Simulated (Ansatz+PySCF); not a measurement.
Values are calculated unless marked as measured or tabulated.
Several solutions for triplet O₂

```yaml
atoms:
  - { symbol: O, position_ang: [0.0000, 0.0000, -0.8021] }
  - { symbol: O, position_ang: [0.0000, 0.0000, 0.8021] }
```

Basis set: STO-3G (spherical functions). Charge 0, multiplicity 3.

PBE0 (unrestricted) was run from several starts with Ansatz (development build ahead of 0.2.0) and PySCF 2.14.0.

```csv
run,program,start,converged,energy (hartree),<S²>
A,Ansatz,stability test followed,yes,-148.05800,2.00
B,Ansatz,search for the lowest state,yes,-148.05800,2.00
C,Ansatz,"atomic start, no search",yes,-148.05631,2.00
D,PySCF,program defaults,yes,-148.05631,2.00
```

Task: Which runs reached the lowest solution of this kind, and what is wrong with the others?

Result: A, B reached the lowest solution found. Converged but too high: C by 0.05 eV, D by 0.05 eV. Convergence only shows a stationary point, and even a stable one can lie too high; stability tests and further starts are what find lower ones.
